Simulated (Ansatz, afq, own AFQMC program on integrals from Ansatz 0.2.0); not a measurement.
# Atomization energy of HBr, singlet

```yaml
atoms:
  - { symbol: Br, position_ang: [0.0000, 0.0000, 0.0000] }
  - { symbol: H, position_ang: [0.0000, 0.0000, 1.4206] }
```

Atoms in their ground-state spins without spin–orbit coupling (mostly on UHF) minus the molecule (RHF), without zero-point energy. The geometry is a stationary point, not shown to be a minimum.

Basis cc-pVDZ. Only valence electrons are correlated. Integrals, coupled cluster, full CI and functionals: Ansatz 0.2.0; the random walks run on the same integrals in our own AFQMC program. ph-AFQMC/CISD is guided by a CISD state made of CCSD amplitudes; releasing the constraint for a short imaginary time cuts its bias at the price of noise, slowly where states lie close. Error bars are statistical, one sigma. No spin–orbit coupling. The errors of all members are added in quadrature.

Full CI on the same integrals is exact in this basis and with this determinant's frozen core.

The best estimate is CCSD(T) at the basis-set limit (CBS: def2-TZVPP and def2-QZVPP, with their diffuse functions for anions and beside diffuse sets, CCSD(T) itself extrapolated) plus the step from CCSD(T) to full CI in cc-pVDZ. Rows without CBS are in cc-pVDZ, the functionals in def2-TZVP; B2PLYP and the wave-function rows carry a basis error of their own. Core correlation and relativity beyond core potentials are missing, and ± holds the sampling alone.

Cautions: inner d shell frozen; no relativity below Rb; no spin-orbit coupling; HBr (singlet): the released energies move by 1.5 errors or more from one time to the next, so no released level is given (meV from the phaseless value at times in 1/Eh: 3 ± 3 at 0.24, 4 ± 3 at 0.51, 3.2 ± 2.1 at 0.99, 7.0 ± 2.2 at 1.62, 0.1 ± 1.9 at 2.40), though the last usable value meets full CI within the noise; other spins of the molecule weren't checked.

```tsv
level	atomization energy (eV)
B3LYP	3.966
wB97M-V	3.973
r2SCAN	4.029
```

Q: From these cheaper values, estimate the atomization energy at the level of the best estimate.

A: 4.062 eV (best estimate, highest rung FCI).

```csv
level,atomization energy (eV),error against the best estimate (eV)
HF,2.791,-1.271
MP2,3.691,-0.371
CCSD,3.723,-0.338
CCSD(T),3.755,-0.306
CCSDT,3.757,-0.305
CCSDT(Q),3.760,-0.302
CCSDTQ,3.759,-0.302
ph-AFQMC/CISD,3.763 ± 0.003,-0.299 ± 0.003
FCI,3.760,-0.302
HF/CBS,2.821,-1.241
MP2/CBS,4.035,-0.027
CCSD(T)/CBS,4.058,-0.004
PBE,4.011,-0.051
PBE0,3.950,-0.111
B2PLYP,3.911,-0.151
```

Correlation beyond CCSD(T) adds 0.004 eV. Going to the basis-set limit adds 0.302 eV at CCSD(T). The perturbative (T) step is worth +0.032 eV.

Best estimates are given only where the step beyond CCSD(T) is under 0.3 eV and no member's determinant is very poor (T1 over 0.05, or 0.07 for open shells, ⟨S²⟩ too high by 0.3, two states mixed), so the hardest cases are missing from such tables.

The functionals ran in a triple-zeta set and keep a basis error of their own, a few kJ/mol for each bond in atomization energies and more for double hybrids, so close places among them and the extrapolated levels can swap.

CCSDT and higher add their correlation energy to the determinant of the CCSD(T) run, since their own runs factorise the integrals more tightly (a shift of under 2 meV). Each member of a difference takes its own highest rung, so a best estimate needn't equal the limit plus the step of one row. A walk keeps the symmetry of its determinant, which the program's search chose and which needn't be the lowest solution, so a lower state of the same spin and another symmetry isn't excluded.
